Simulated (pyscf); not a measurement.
Structures and frequencies: ωB97X-D3(BJ)/def2-SVP in PySCF.

SMILES: I[SiH](I)O
```xyz
6

O      1.6882    -0.4893    -0.8133
Si     0.7627     0.0748     0.4271
I      1.4476    -0.9035     2.5338
I     -1.5739    -0.4554     0.0759
H      1.6889    -1.4380    -0.9855
H      0.9375     1.5367     0.4788
```
Charge 0, spin multiplicity 1.

How much does it cost (ΔH, 298 K, ωB97M-D3(BJ)/def2-TZVP) to split HO–SiH(I)–I at its O–Si bond into OH• + I–SiH•–I?

O–Si to OH• + I–SiH•–I: 513.5 kJ/mol. The 7 functionals that were run give +489.7 (r²SCAN) to +513.5 kJ/mol (ωB97M-D3(BJ)). Left out: the spin-orbit lowering of OH. Elements past Kr carry the def2 core potentials, without spin-orbit coupling.
